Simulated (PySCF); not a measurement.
# H6Si2: the cost of one run

Computed with PySCF 2.14.0, with density-fitted response routines of our own, on a single molecule, in the gas phase or a continuum. Atoms are numbered from 0 throughout.

### 1 Starting geometry

8 atoms, charge 0, multiplicity 1; geometry from: GFN2-xTB. The atoms were then displaced at random by about 0.01 Å, so the start is not that level's minimum.

Bonds of the start (Å): Si0–Si1 2.28, Si0–H2 1.48, Si0–H3 1.49, Si0–H4 1.46, Si1–H5 1.46, Si1–H6 1.48, Si1–H7 1.48.

### 2 Relaxing the molecule at PBE0-D3(BJ)/def2-TZVP

The job: settings as JSON, then the geometry in Å.

```
{"job": {"xc": "PBE0", "basis": "def2-TZVP", "d3": "d3bj", "grid": 2, "shake": 0.01, "kind": "geom"}, "charge": 0, "multiplicity": 1}
Si    -1.124450     0.091380    -0.016820
Si     1.142810    -0.117720     0.012050
H     -1.805370    -0.788770    -0.990070
H     -1.536170     1.474200    -0.387570
H     -1.759860    -0.173100     1.269620
H      1.562020    -1.466850     0.371830
H      1.799100     0.783070     0.979890
H      1.777050     0.178640    -1.291400
```

Command:

```console
$ OMP_NUM_THREADS=1 python probes_run.py task.json out
```

One launch serves the whole session: the jobs run in the order shown.

Q: Estimate the wall time and peak memory of this first job on 1 thread of Arm Neoverse N1, shared host.

About 20 s, with a peak of 0.46 GiB.
